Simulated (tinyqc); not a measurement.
Stretching all distances: RHF, UHF, MP2, CISD and CCSD against full CI in the sto-6g basis, for LiH, spin multiplicity 1. Computed by the program tinyqc with PySCF. All coordinates are multiplied by the scale. c0^2 is the weight of the RHF determinant in the lowest singlet FCI state (UHF is spin-contaminated and may lie near states of higher spin) and n(LUMO) the first natural occupation beyond the occupied space.

Geometry (angstrom):
```
atom,x,y,z
Li,0.0000,0.0000,0.0000
H,0.0000,0.0000,1.5260
```

Full CI energy (hartree) and errors against it (kcal/mol):
```
scale,distance 1-2 (angstrom),E(FCI),RHF,UHF,MP2,CISD,CCSD,<S^2> UHF,c0^2,n(LUMO)
0.910,1.389,-7.96803,11.187,11.187,3.880,0.007,4.96e-03,0.000,0.980,0.032
1.190,1.816,-7.96322,15.591,15.591,6.167,0.010,0.008,0.000,0.964,0.061
1.470,2.243,-7.93145,24.745,20.389,11.129,0.019,0.015,0.500,0.918,0.138
1.740,2.655,-7.90294,39.154,12.749,19.097,0.035,0.031,0.837,0.823,0.291
2.020,3.083,-7.88496,59.122,5.796,29.081,0.058,0.053,0.941,0.696,0.509
2.300,3.510,-7.87673,79.820,2.424,35.780,0.076,0.068,0.978,0.606,0.693
2.580,3.937,-7.87338,97.342,1.048,35.532,0.085,0.076,0.992,0.559,0.813
```

What does the comparison show, and why?

UHF parts from RHF first at scale 1.47 of those listed, where <S^2> leaves zero. The weight c0^2 goes from 0.98 to 0.56 and n(LUMO) from 0.03 to 0.81: static correlation grows as the bonds break into open-shell fragments. The spread of the error along the curve, which distorts its shape, is CCSD 0.1, CISD 0.1, UHF 19.3, MP2 31.9, RHF 86.2 kcal/mol.
